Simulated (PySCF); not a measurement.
**Identify the compound**

The spectra below were simulated for a compound C3H7Cl.

$^{1}$H NMR (400 MHz, computed): δ 3.35 (t, 2H), 1.76 (m, 2H), 0.94 (t, 3H).

$^{13}$C{$^{1}$H} NMR (computed): δ 52.5 (CH2), 32.5 (CH2), 14.8 (CH3).

[PySCF 2.14.0 with density-fitted response routines: shieldings: GIAO B97-2/pcSseg-2; geometry from PBE0-D3(BJ)/def2-TZVP; equivalent nuclei averaged; isolated molecule; no relativistic terms; single conformer]

Shifts are taken against calculated references (same method and geometry level): $^{1}$H (σref 31.64) and $^{13}$C (σref 185.38) vs TMS.

Question: Deduce the structure.

Answer: 
- The formula gives 0 degrees of unsaturation.
- 3 carbon signals for 3 carbons: no two carbons are equivalent.
- Carbon types of the structure: 2 × CH2, 1 × CH3, which accounts for all hydrogens.
- δC 52.5: sp3 CH2 bonded to Cl; deshielded by the electronegative neighbour.
- δC 32.5: sp3 CH2; a saturated carbon with 2 carbon neighbours and no heteroatom attached.
- δC 14.8: methyl carbon; saturated and bonded to C and H only.
- δH 3.35: hydrogen on an sp3 CH2 bonded to Cl; its carbon carries Cl, hence the downfield position.
- δH 1.76: hydrogen on an sp3 CH2.
- δH 0.94: hydrogen on a methyl carbon; far from electronegative atoms and π systems.

These data were computed for `CCCCl`.

Carbons that carry Cl, above all several Cl atoms, come out too deshielded, partly because spin–orbit coupling is missing. Shifts are as computed. Against solution values, carbons near 30 ppm lie about +3 ppm off and those near 130 ppm about +7 ppm; carbons on Cl a further +5 ppm. Of 1211 compounds with measured shifts, 218 miss one by over three times the rms of a fit or turn the order of signals round; such compounds aren't used in these exercises. Multiplicities follow the n + 1 count of equivalent neighbours, as no J values were calculated; m marks all less simple cases, F and P coupling included.
